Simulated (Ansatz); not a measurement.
`[OH][Na]` + H₂S → `[Na][SH]` + H₂O at 700 K and 1 bar (ligand exchange at the Na–O bond).

Isolated molecules relaxed with PBE0-D4/def2-TZVP in Ansatz; ΔE leaves out vibrations. CCSD(T)/CBS is the MP2 limit (def2-TZVPP, def2-QZVPP) plus CCSD(T) − MP2 in def2-TZVPP, frozen cores. This one scheme is used for every species. For Na outer-core shells are correlated without core-valence functions, which leaves a few kJ/mol of doubt a bond.

| species | CCSD(T)/CBS energy (Eh) | H − E (kJ/mol) | S (J/(mol·K)) |
| --- | --- | --- | --- |
| `[OH][Na]` | -237.87975 | 62.6 | 279.9 |
| H₂S | -398.97279 | 64.8 | 236.9 |
| `[Na][SH]` | -560.50072 | 51.7 | 297.5 |
| H₂O | -76.37941 | 80.5 | 218.4 |

H − E and S are ideal-gas, rigid-rotor, harmonic terms from PBE0-D4/def2-TZVP. 1 Eh = 2625.50 kJ/mol, R = 8.31446 J/(mol·K).

Question: By hand: ΔE, ΔH, ΔS and ΔG.

Answer: ΔE = (-560.50072) + (-76.37941) − (-237.87975) − (-398.97279) = -0.02759 Eh = -72.4 kJ/mol. Δ(H − E) = 51.7 + 80.5 − 62.6 − 64.8 = 4.8, so ΔH = -67.6 kJ/mol. ΔS = 297.5 + 218.4 − 279.9 − 236.9 = -0.9 J/(mol·K). ΔG = -67.6 − 700 × (-0.9)/1000 = -67.0 kJ/mol.

Question: By hand: the equilibrium constant, and the temperature at which ΔG would vanish if ΔH and ΔS stayed fixed.

Answer: log₁₀ K = −ΔG/(RT ln 10) = 5.0. ΔG = 0 at ΔH/ΔS = 75111 K, far beyond where these terms or the molecules hold.

The number of gas molecules stays the same, so ΔS is small and ΔH decides. A doubt of 5 kJ/mol in ΔE shifts log₁₀ K by 0.4 here. These are equilibria of isolated gas molecules and say nothing of rates. Largest T1 diagnostic: 0.012 (customary marks: 0.02 for closed shells, 0.045 for open ones).
